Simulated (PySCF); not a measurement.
# C₅H₆N−: electronic excitations and core binding energies

What electronic excitations and core binding energies should C₅H₆N− (`C=CC[CH-]C#N`) show?

Computed with PySCF 2.14.0, with density-fitted response routines of our own, on a single molecule in the gas phase. Atoms are numbered from 0 throughout.

### 1 The starting structure

12 atoms, charge -1, multiplicity 1; geometry from: GFN2-xTB.

Bonds of the start (Å): C0–C1 1.34, C1–C2 1.49, C2–C3 1.51, C3–C4 1.35, C4–N5 1.17, C0–H6 1.08, C0–H7 1.08, C1–H8 1.08, C2–H9 1.10, C2–H10 1.10, C3–H11 1.09.

### 2 Ultraviolet spectrum: CAM-B3LYP/def2-SVPD

The job: settings as JSON, then the geometry in Å.

```
{"job": {"kind": "uv", "xc": "CAM-B3LYP", "basis": "def2-SVPD", "nstates": 8, "ntriplets": 3}, "charge": -1, "multiplicity": 1}
C     -1.992792     0.066019    -0.260399
C     -0.782485     0.588510    -0.035329
C      0.242089     0.023133     0.884954
C      1.188223    -0.695495    -0.041944
C      2.229145    -0.049914    -0.619137
N      3.203548     0.449153    -1.043771
H     -2.627760     0.394444    -1.071487
H     -2.373899    -0.750677     0.335453
H     -0.429019     1.396847    -0.666302
H     -0.216911    -0.663794     1.609366
H      0.771065     0.812143     1.431688
H      0.789996    -1.571055    -0.549120
```

Method: TDDFT CAM-B3LYP/def2-SVPD, vertical, gas phase, core orbitals frozen in the response.

Launch:

```sh
OMP_NUM_THREADS=1 python probes_run.py task.json out
```

This one command runs all jobs of the session in turn.

**Question.** This job is followed by: delta-SCF UKS SCAN, pcX-2 on the ionised atom, pcseg-1 elsewhere, spin-free X2C. What will the session give for the following? lowest singlet (CAM-B3LYP/def2-SVPD); brightest single state of those computed; lowest triplet; C1s binding energies, SCAN/pcX-2; N1s binding energies, SCAN/pcX-2.

The runs gave:

```
                                quantity                                                     value
    lowest singlet (CAM-B3LYP/def2-SVPD)                               3.28 eV (379 nm), f = 0.005
brightest single state of those computed                               state 2, 3.56 eV, f = 0.144
                          lowest triplet                                                   2.89 eV
        C1s binding energies, SCAN/pcX-2  C2 286.20, C1 285.60, C4 285.29, C0 284.94, C3 283.91 eV
        N1s binding energies, SCAN/pcX-2                                              N5 397.55 eV
```

**Reading.** The lowest singlet, at 3.28 eV, is HOMO→LUMO 0.56, HOMO→LUMO+2 0.16 and is weak; of the 8 states computed, the strongest absorption comes from state 2 at 3.56 eV. The lowest triplet lies 0.39 eV below the lowest singlet (triplets in Tamm-Dancoff, singlets in full TDDFT). The lowest singlet lies above −ε(HOMO); no detachment energy was computed, so the anion's states may not be bound. The C1s levels kept as sound span 2.29 eV, from C3 (carbanion centre) up to C2 (allylic sp3 CH2).
